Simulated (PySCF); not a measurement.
Bonding in `C=Cc1cc1=O`

Compound: C₅H₄O.
Atom-mapped SMILES: `[CH2:1]=[CH:2][c:3]1[cH:4][c:5]1=[O:6]` (hydrogens: H7, H8 on C1; H9 on C2; H10 on C4)

Cartesian coordinates in Å at the PBE0-D3(BJ)/def2-SVP level; atoms count from 1:
```
atom  x, y, z in Å
C1    -1.9095    0.3393   -0.2816
C2    -0.9843   -0.5980   -0.0308
C3     0.4068   -0.2552    0.1193
C4     1.6633   -0.7054    0.3519
C5     1.4864    0.6953    0.1586
O6     1.9022    1.8193    0.0835
H7    -1.6270    1.3915   -0.3792
H8    -2.9652    0.0816   -0.3956
H9    -1.2616   -1.6534    0.0677
H10    2.2650   -1.5970    0.5450
```

Bond orders from the PBE0/pcSseg-1 density (PySCF). Isolated species at its PBE0-D3(BJ)/def2-SVP geometry (one conformer only).

(1) Where do the orders between heavy atoms depart from those drawn in the SMILES?

(2) Give the Mayer order of every bond between heavy atoms, beside its length.

## Answers

(1) The largest departure is 0.557, at C5–C3 (drawn aromatic, 0.943), counting aromatic bonds as 1.5. The bonds drawn aromatic range from 0.94 to 1.31.

(2) 
| bond | drawn as | length (Å) | Mayer order |
| --- | --- | --- | --- |
| C1–C2 | double | 1.341 | 1.884 |
| C2–C3 | single | 1.441 | 1.084 |
| C3–C4 | aromatic | 1.355 | 1.306 |
| C4–C5 | aromatic | 1.425 | 1.024 |
| C5–O6 | double | 1.201 | 2.019 |
| C5–C3 | aromatic | 1.439 | 0.943 |

Bonds between the same two heavy elements. C–C: lowest C5–C3 (0.943, 1.439 Å), highest C1–C2 (1.884, 1.341 Å); in 1 of the 10 pairs the longer bond (by over 0.003 Å) has the higher order (by 0.02 or more).

Question: And the bonds to hydrogen?

Answer: C–H: 0.94 to 1.00 (4 bonds).

Question: Sum the orders of all bonds at each heavy atom with more than one neighbour and set the sums beside the valence in the SMILES.

Answer: C1 3.778 (drawn 4), C2 3.913 (drawn 4), C3 3.333 (drawn 4), C4 3.333 (drawn 4), C5 3.986 (drawn 4). Orders between atoms that aren't bonded are not in these sums.

For a closed shell the Mayer order of atoms A and B is Σ (PS)μν (PS)νμ over the basis functions μ on A and ν on B, with P the density and S the overlap matrix.
